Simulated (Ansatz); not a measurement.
# Where CCSD(T) holds and where it slips

Each species is computed at the geometry given (Å), with frozen cores, in Ansatz 0.2.0: RHF-CCSD(T) for singlets, UHF-CCSD(T) otherwise, and full CI in the same basis. The program picks the determinant by trial CCSD, so it needn't be the lowest Hartree–Fock solution. States: HAlN A'', Si–AlH2 A2, AlH3⁺ A1. Cases whose determinant has another symmetry than full CI's state, or whose (Q) step broke down, weren't drawn.

Judging by size, spin and bonding, rank them by the size of CCSD(T)'s error in total energy against full CI in the same basis, smallest first (an estimate).
A. HAlN, quartet, 6-31G: Al 0.000 -0.101 0.620; N 0.000 0.111 -1.288; H 0.000 1.150 1.308
B. Si–AlH$_{2}$, quartet, 6-31G: Si 0.000 0.000 1.391; Al 0.000 0.000 -1.290; H 0.000 1.564 -2.101; H 0.000 -1.564 -2.101
C. AlH₃⁺, doublet, aug-cc-pVDZ: Al 0.000 0.057 0.000; H 0.000 0.226 -1.551; H 0.000 0.226 1.551; H 0.000 -1.982 0.000

C (11.5 meV), A (20.0 meV), B (30.0 meV).

| species | basis | correlated electrons | CCSD(T) − full CI (meV) | CCSDT(Q) − full CI (meV) | unpaired electrons (full CI) | T1 | ⟨S²⟩ of the determinant |
| --- | --- | --- | --- | --- | --- | --- | --- |
| AlH3⁺, doublet | aug-cc-pVDZ | 5 | 11.5 | 0.3 | 1.03 | 0.015 | 0.75 |
| HAlN, quartet | 6-31G | 9 | 20.0 | -1.1 | 3.03 | 0.023 | 3.77 |
| Si–AlH2, quartet | 6-31G | 9 | 30.0 | 0.5 | 3.05 | 0.027 | 3.76 |

Unpaired electrons are Σ n²(2−n)² over natural occupations; an open shell counts its own unpaired electrons too. Frozen cores follow each run's orbitals, which moves totals by a few meV.
